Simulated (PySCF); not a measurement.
Level of theory and proton affinities: ammonia

Structure: `N` (NH3). Numbering: `[NH3:1]`

All levels share the PBE0-D3(BJ)/def2-SVP structures and the PBE0-D3(BJ)/def2-SVP thermal terms; only the single-point energies (PySCF) change. Values are proton affinities (298 K, kJ/mol).

```tsv
level	N1	abs. error	time
MP2/jun-cc-pV(T+d)Z	850	2.5	1.1 s
CCSD(T)/jun-cc-pV(T+d)Z	855	2.2	11 s
ωB97X-D3(BJ)/def2-TZVP	863	10.5	–
HF/jun-cc-pV(T+d)Z	871	17.9	0.29 s
ATcT 1.112	853
```

Times are wall times for all single points of a level on 1 thread of Arm Neoverse V2, a shared host; the dash marks the run that also made the structures.

Hartree-Fock leaves out electron correlation, so its proton affinities can be off by tens of kJ/mol.

The spread: 20 kJ/mol, from 850 to 871.

Differences come from unrounded values, so a last digit can differ from that of the printed terms.

---

# hydroxymethylide: proton affinities at several levels

Structure: `[CH2-]O` ([CH3O]-). Numbering: `[CH2-:1][OH:2]`

All levels share the PBE0-D3(BJ)/ma-def2-SVP structures and the PBE0-D3(BJ)/ma-def2-SVP thermal terms; only the single-point energies (PySCF) change. Values are proton affinities (298 K, kJ/mol).

```
               level    C1  abs. error    time
    MP2/ma-def2-TZVP  1728         5.8   1.9 s
 M06-2X/ma-def2-TZVP  1731         3.2       –
CCSD(T)/ma-def2-TZVP  1735         1.3    23 s
     HF/ma-def2-TZVP  1772        38.6  0.59 s
          ATcT 1.112  1734
```

Times are wall times for all single points of a level on 1 thread of Intel Xeon 6975P-C, a shared host; the dash marks the run that also made the structures.

Hartree-Fock leaves out electron correlation, so its proton affinities can be off by tens of kJ/mol.

The spread: 44 kJ/mol, from 1728 to 1772.

Note: O2 is not listed: the run failed or kept an imaginary mode, or the ion rearranged or equalled another; a site not listed may be the best one.

---

## How the method moves the proton affinities of hydrosulfide

Structure: `[SH-]` ([SH]-). Coordinates in Å; atoms count from 1 in this order:
```
S     0.6797   -0.0064   -0.0051
H    -0.6743    0.0086   -0.0232
```

All levels share the PBE0-D3(BJ)/ma-def2-SVP structures and the PBE0-D3(BJ)/ma-def2-SVP thermal terms; only the single-point energies (PySCF) change. Values are proton affinities (298 K, kJ/mol).

```
                    level    S1    time
          MP2/aug-cc-pVTZ  1460   1.6 s
B3LYP-D3(BJ)/ma-def2-TZVP  1467       –
      CCSD(T)/aug-cc-pVTZ  1470    11 s
           HF/aug-cc-pVTZ  1473  0.34 s
```

Times are wall times for all single points of a level on 1 thread of Arm Neoverse V1, a shared host; the dash marks the run that also made the structures.

Hartree-Fock leaves out electron correlation, so its proton affinities can be off by tens of kJ/mol.

The spread: 12 kJ/mol, from 1460 to 1473.

Differences come from unrounded values, so a last digit can differ from that of the printed terms.
